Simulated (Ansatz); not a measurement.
Geometry optimisation, RKS PBE-D4/6-31G in Ansatz.

The input (input.yaml):

```yaml
crystal:
  periodic: [false, false, false]
  atoms:
    - { symbol: O, position_ang: [-1.2989, -0.31505, 0.93437] }
    - { symbol: Si, position_ang: [-0.17876, 0.02767, -0.00793] }
    - { symbol: Cl, position_ang: [1.72219, -0.46859, 0.32669] }
    - { symbol: H, position_ang: [-0.24454, 0.75598, -1.25312] }
basis:
  gaussian: { orbitals: "6-31G" }
hamiltonian:
  xc: pbe
  dispersion: d4
relax:
  f_tol: 0.02
  max_steps: 40
scf:
  lower_state_search: "off"
```

Command:

```bash
$ ansatz run input.yaml --threads 1 --pin off --max-ram 2048MiB --backend cpu --events-out ev --progress --plain --runs-dir out
```

Question: Where does it end, and by what steps?

Answer: It converged. Limits of this set-up: no polarisation functions. After 5 steps the energy has fallen by 0.644 eV; Cl3 moved furthest, 0.16 Å.

| step | energy less start (eV) | largest force component (eV/Å) | accepted |
| --- | --- | --- | --- |
| 0 | 0.0000 | 4.796 | yes |
| 1 | -0.5616 | 2.112 | yes |
| 2 | -0.6406 | 0.394 | yes |
| 3 | -0.6438 | 0.038 | yes |
| 4 | -0.6439 | 0.021 | yes |
| 5 | -0.6439 | 0.001 | yes |

```xyz
4
Properties=species:S:1:pos:R:3
O -1.419 -0.326 0.984
Si -0.196 0.037 -0.008
Cl 1.880 -0.502 0.337
H -0.266 0.791 -1.313
```

Whether the end is a true minimum wasn't checked by a vibrational analysis.

Time of the run: 6.1 s on 1 CPU thread of a shared host.
